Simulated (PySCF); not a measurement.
SiH₄, SMILES [SiH4].

Geometry: ωB97X-D3(BJ)/def2-TZVPD. The isomer is the one that the SMILES or the coordinates give; other isomers of the formula were not compared.

Two levels are set side by side: PBE/def2-TZVPD (PySCF) and CAM-B3LYP/def2-TZVPD (PySCF). Same geometry, gas phase. Differences are taken from unrounded values.

| quantity | CAM-B3LYP |
|---|---|
| orbital gap (eV) | 12.25 |
| highest occupied level (eV) | -11.31 |
| lowest empty level (eV) | 0.94 |
| mean polarisability (bohr³) | 31.6 |

Task: What does PBE give, and how far is it from CAM-B3LYP? (Estimate from the structure and the level; the computed values follow.)

Result: 
| quantity | PBE | PBE minus CAM-B3LYP |
|---|---|---|
| orbital gap (eV) | 8.34 | -3.91 |
| highest occupied level (eV) | -8.52 | 2.79 |
| lowest empty level (eV) | -0.18 | -1.12 |
| mean polarisability (bohr³) | 33.0 | 1.4 |

PBE's occupied levels lie high since its potential decays too fast outside the molecule; exact exchange lowers them and widens the gap. Loosely held outer electrons make PBE densities more polarisable. Differences between two approximate levels are no errors against the true value.

Rough cost on one machine, each run with all the roots and properties that it gave: CAM-B3LYP against PBE within a factor of 2.
